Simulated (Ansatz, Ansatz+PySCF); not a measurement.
```yaml
atoms:
  - { symbol: C, position_ang: [0.0000, 0.0000, 0.0000] }
  - { symbol: H, position_ang: [1.0157, 0.0000, 0.0000] }
  - { symbol: H, position_ang: [-0.5079, 0.8797, 0.0000] }
  - { symbol: H, position_ang: [-0.5079, -0.8797, 0.0000] }
```

RHF-MP2 on singlet CH₃(+) was run in several spherical basis sets with Ansatz (development build ahead of 0.2.0). Frozen core: 1 orbital.

**Question.** Rank the basis sets by the total energy that they give, lowest first, with the distance from the lowest.
A. cc-pVTZ
B. cc-pVDZ
C. def2-TZVP
D. 6-31G(d)
E. def2-SVP

**Answer.** A (0.00 eV), C (0.22 eV), B (1.18 eV), D (1.55 eV), E (2.03 eV).

Totals follow the description of the cores as much as that of the bonds, so this order isn't one of quality for chemistry.
